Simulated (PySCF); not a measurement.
Bond stretch in HCl, singlet.

Levels of theory: RKS-PBE0 = restricted PBE0/cc-pVDZ (PySCF); UCCSD(T) = CCSD(T) on UHF/cc-pVDZ, 5 core orbitals frozen (PySCF).

Energies relative to the lowest point of each curve near equilibrium, in kcal/mol:

| R / Å | RKS-PBE0 |
|---|---|
| 0.95 | 86.8 |
| 1.09 | 22.3 |
| 1.25 | 0.6 |
| 1.36 | 1.5 |
| 1.50 | 11.3 |
| 1.58 | 19.1 |
| 1.94 | 58.1 |
| 2.81 | 122.2 |
| 3.13 | 134.8 |
| 3.46 | 143.7 |
| 3.87 | 151.0 |
| 4.50 | 157.1 |

Task: Predict the corresponding UCCSD(T) column.

Result: 0.95: 87.5; 1.09: 22.4; 1.25: 0.6; 1.36: 1.6; 1.50: 11.5; 1.58: 19.2; 1.94: 55.8; 2.81: 96.2; 3.13: 97.5; 3.46: 97.9; 3.87: 98.1; 4.50: 98.1 (kcal/mol).

At the longest distance RKS-PBE0 leaves fractional charges on the fragments, a sign of delocalisation error or of the restricted form. The restricted form behind RKS-PBE0 keeps the bonding electrons paired and can't separate into open-shell fragments. The unrestricted determinant behind UCCSD(T) is spin-contaminated at 1.94 to 5.17 Å (<S²> up to 1.0, against 0.00 for a pure singlet).
